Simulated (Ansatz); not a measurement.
Basis-set extrapolation for F2S2 (`FS(F)=S`) (PBE0-D4/def2-TZVP geometry, frozen core, Ansatz 0.2.0). Multiplicity 1, RHF reference.

|  | def2-TZVPP | def2-QZVPP |
| --- | --- | --- |
| HF | -993.996556 | -994.030727 |
| MP2 correlation | -0.863426 | -0.946712 |
| CCSD(T) correlation | -0.915540 | -0.997145 |

Energies in hartree. Use E(X) = E(∞) + A·exp(−7.88·√X) for Hartree–Fock and E(X) = E(∞) + B·X^(−2.97) for correlation, with X = 3 and 4.

**Question.** What is the CCSD(T) energy at the basis-set limit?

**Answer.** HF limit: -994.030727 + (-0.034171) × 0.13774 = -994.03543. Correlation limit: -0.997145 + (-0.081605) × 0.74074 = -1.05759. Total: -995.09302 hartree, 4.92 eV below CCSD(T)/def2-TZVPP.
